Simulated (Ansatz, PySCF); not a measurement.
Breaking a bond: SH, doublet. Each curve is given relative to its own lowest point near equilibrium.

| R / Å | A | B | C | D |
|---|---|---|---|---|
| 1.03 | 96.3 | 95.2 | 96.6 | 96.8 |
| 1.07 | 68.4 | 67.5 | 68.8 | 68.9 |
| 1.16 | 27.1 | 26.4 | 27.6 | 27.5 |
| 1.22 | 11.8 | 11.2 | 12.2 | 12.0 |
| 1.24 | 8.3 | 7.8 | 8.7 | 8.5 |
| 1.33 | 0.4 | 0.3 | 0.5 | 0.4 |
| 1.35 | 0.0 | 0.0 | 0.0 | 0.0 |
| 1.39 | 0.4 | 0.6 | 0.1 | 0.3 |
| 1.42 | 1.6 | 2.0 | 1.1 | 1.4 |
| 1.48 | 5.7 | 6.4 | 4.6 | 5.3 |
| 1.56 | 13.7 | 15.2 | 11.9 | 13.2 |
| 1.67 | 27.7 | 30.4 | 24.7 | 26.7 |
| 1.80 | 45.9 | 54.6 | 41.6 | 44.3 |
| 2.01 | 74.7 | 90.5 | 69.0 | 71.1 |
| 2.24 | 99.2 | 108.8 | 95.6 | 94.2 |
| 2.42 | 111.5 | 115.5 | 111.4 | — |
| 2.66 | 120.0 | 120.0 | 124.2 | — |
| 2.99 | 124.3 | 122.6 | 132.9 | — |
| 3.30 | 125.6 | 123.6 | 136.6 | — |
| 3.64 | 126.2 | 124.0 | 138.5 | — |
| 4.08 | 126.5 | 124.2 | 139.4 | — |
| 4.76 | 126.6 | 124.4 | 139.9 | — |
| 5.31 | 126.6 | 124.4 | 139.9 | — |

Energies in mEh.

Q: Assign the columns to these levels of theory: CCSDT on ROHF/aug-cc-pVDZ, frozen core run with Ansatz (a program for electronic structure); CCSD on UHF/aug-cc-pVDZ, frozen core (Ansatz); PySCF with unrestricted BP86/6-31G*, spherical d; MP2 on UHF/aug-cc-pVDZ, frozen core run with Ansatz.

A: A is UCCSD; B is UMP2; C is UKS-BP86/6-31G*; D is ROCCSDT.

Dashes: no converged value, or the column stops at the first point that the program doubted or that broke a chosen test of continuity, which isn't proof of a fault.

The unrestricted determinant behind UKS-BP86/6-31G* is spin-contaminated at 2.42 to 5.31 Å (<S²> up to 1.8, against 0.75 for a pure doublet). The T1 diagnostic of CCSD on the restricted reference of ROCCSDT exceeds 0.045 at 2.42 Å. The unrestricted determinant behind UMP2, UCCSD is spin-contaminated at 1.80 to 5.31 Å (<S²> up to 1.8, against 0.75 for a pure doublet).
